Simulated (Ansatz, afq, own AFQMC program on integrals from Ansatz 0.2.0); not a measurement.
AFQMC on a folder of integrals that Ansatz 0.2.0 wrote.

```yaml
crystal:
  periodic: [false, false, false]
  atoms:
    - {symbol: C, position_ang: [-0.730160, 0.454164, -0.342948]}
    - {symbol: H, position_ang: [-1.315524, -0.463113, -0.274266]}
    - {symbol: H, position_ang: [-0.160931, 0.671341, -1.247150]}
    - {symbol: H, position_ang: [-0.714145, 1.154438, 0.492604]}
basis:
  gaussian: {orbitals: def2-TZVP}
magnetization: {spin_polarized: true, initial_magnetization: 1}
correlation: {method: ccsd_t, electrons: outside_noble_gas, hamiltonian_folder: ham}
```

```sh
$ ansatz run in.yaml --threads 1 --pin off --events-out ev --progress --plain --max-ram 24576MiB --backend cuda --devices 0, --max-vram 18GiB
```

afq runs on the folder ham with

```
--method phaseless --trial cisd --walkers 4000 --populations 20 --least-time 60 --time-step 0.005 --steps-per-block 50 --equilibration-blocks 28 --max-blocks 4000 --target-error 0.00016 --factor-cut 1e-05 --start spin_pure --seed 5965 --release-times 0.24,0.51,0.99,1.62,2.4 --release-step 0.03 --release-every 3 --taylor-order 6
```

Times are imaginary, in 1/Eh. The walk had a cap of 148 s. With eight or more populations the least sampling time is a fifth of least-time, and the error comes from their spread.

afq prints:

```
orbitals 48  electrons 4 3  factors 346 of 349
reference energy -39.57709222 Eh
CCSD correlation -0.17204809 Eh in 9 cycles, weight of the determinant in the CISD state 0.9362
energy of the start -39.748901 Eh
 block  time / (1/Eh)  mean weight  energy / Eh
     1     0.250  1.0002  -39.748733
     2     0.500  1.0000  -39.750206
     3     0.750  0.9999  -39.751461
     4     1.000  1.0000  -39.752244
     5     1.250  0.9999  -39.752849
     8     2.000  1.0000  -39.754061
    11     2.750  1.0004  -39.753864
    14     3.500  1.0001  -39.754156
    17     4.250  1.0002  -39.753458
    20     5.000  1.0003  -39.754171
    23     5.750  1.0000  -39.754194
    26     6.500  0.9999  -39.753914
    29     7.250  1.0000  -39.754147
    32     8.000  1.0001  -39.754500
    35     8.750  1.0000  -39.754048
    38     9.500  0.9999  -39.754022
    41    10.250  0.9997  -39.754055
    44    11.000  1.0002  -39.753808
    47    11.750  1.0001  -39.753644
    50    12.500  1.0000  -39.754142
    53    13.250  0.9998  -39.753430
    56    14.000  0.9997  -39.753828
    59    14.750  1.0000  -39.753944
    62    15.500  1.0001  -39.753883
    65    16.250  1.0001  -39.754340
    68    17.000  0.9998  -39.754637
    71    17.750  1.0000  -39.754107
    74    18.500  1.0000  -39.754804
    75    18.750  1.0000  -39.754846
    77    19.250  0.9997  -39.754216
    78    19.500  1.0000  -39.754466
error from the spread of 20 populations
released: time / (1/Eh)  energy / Eh  error  mean overlap
  0.24  -39.754104  0.000055  0.9999
  0.51  -39.754175  0.000046  0.9977
  0.99  -39.754241  0.000039  0.9908
  1.62  -39.754123  0.000040  0.9877
  2.40  -39.754183  0.000051  0.9849
energy -39.754119 +/- 0.000076 Eh
(rows thinned)
```

The run passed its tests (sampling time, drift between the halves within three errors, error under three times the target), which doesn't prove that it has relaxed.

Against this walk (error 2.1 meV) on the same determinant: CCSD(T) 16.7 meV higher, CCSDT(Q) 0.3 meV higher (within the noise). The error is statistical and leaves out the bias of the constraint. Released to 2.40 1/Eh the energy moves by -1.7 ± 2.5 meV (both errors), within twice the noise.

Cautions: constraint bias not in the error.

The walk took 45 s on 1 × NVIDIA H100 80GB HBM3 with 2 threads of AMD EPYC 7R13 Processor (Zen 3) (shared host) (the card was shared). The log's last line is the phaseless energy.

CCSDT and higher add their correlation energy to the determinant of the CCSD(T) run, since their own runs factorise the integrals more tightly (a shift of under 2 meV).
